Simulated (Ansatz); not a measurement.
# CF+ (singlet): from Hartree-Fock to the top rungs, cc-pVTZ

An exercise on one series of results from a longer session: the logs are not shown, and one member is left open.

The runs use Ansatz 0.2.0, Gaussian basis; cc-pVTZ, core rule «outside noble gas», up to 2 orbitals frozen.

Plan: UHF; CCSD(T) on RHF; BCCD(T) on RHF; CISD; CCSDT(Q) on RHF; CASSCF and MRCISD+Q, 10 electrons in 8 orbitals; CASSCF and NEVPT2, 10 electrons in 8 orbitals.

10 further runs of the same task are left out: 3 that didn't finish, 7 set aside as unsound or not needed. Runs told in other sessions of the task aren't counted.

## What is computed

The geometry is a PBE0/def2-TZVP stationary point (not a proven minimum) of the parent state, kept for this charge and spin.

2 atoms, charge 1, spin multiplicity 1.

Atoms are counted from 1 here; the program's logs count them from 0.

Bond lengths: C1–F2 1.207 Å.

The first run:

in.yaml reads:

```yaml
crystal:
  periodic: [false, false, false]
  atoms:
    - {symbol: C, position_ang: [0.000000, 0.000000, 0.000000]}
    - {symbol: F, position_ang: [0.000000, 0.000000, 1.206700]}
basis:
  gaussian: {orbitals: cc-pVTZ}
total_charge: 1
magnetization: {spin_polarized: true, initial_magnetization: 0}
hamiltonian: {xc: hf}
output: {orbitals: {seedname: orbitals}}
```

Command:

```
ansatz run in.yaml --threads 1 --pin off --events-out ev --progress --plain --max-ram 2393MiB
```

Steps of the session up to this table: UHF; CCSD(T) on RHF; BCCD(T) on RHF; CISD; CCSDT(Q) on RHF; CASSCF and MRCISD+Q, 10 electrons in 8 orbitals; CASSCF and NEVPT2, 10 electrons in 8 orbitals.

One table of the session follows, with a row left open; its other results are not shown here.

It belongs to the step «Misses and costs». 

```
          method  from RCCSDT(Q) (kJ/mol)
             RHF                  +1002.9
            RMP2                    +73.2
            CISD                   +104.4
           RCCSD                    +44.1
        RCCSD(T)                     +3.2
         BCCD(T)                     +2.1
          RCCSDT                     +2.2
       RCCSDT(Q)                        0
  CASSCF valence                   +665.4
  NEVPT2 valence                   +133.2
  MRCISD valence                    +48.7
MRCISD+Q valence                        ?
```

Q: Estimate the row for MRCISD+Q valence from the others.

The run gave: from RCCSDT(Q) (kJ/mol): +18.4. In the column «from RCCSDT(Q) (kJ/mol)» it lies between RCCSD(T) (+3.2) and RCCSD (+44.1).
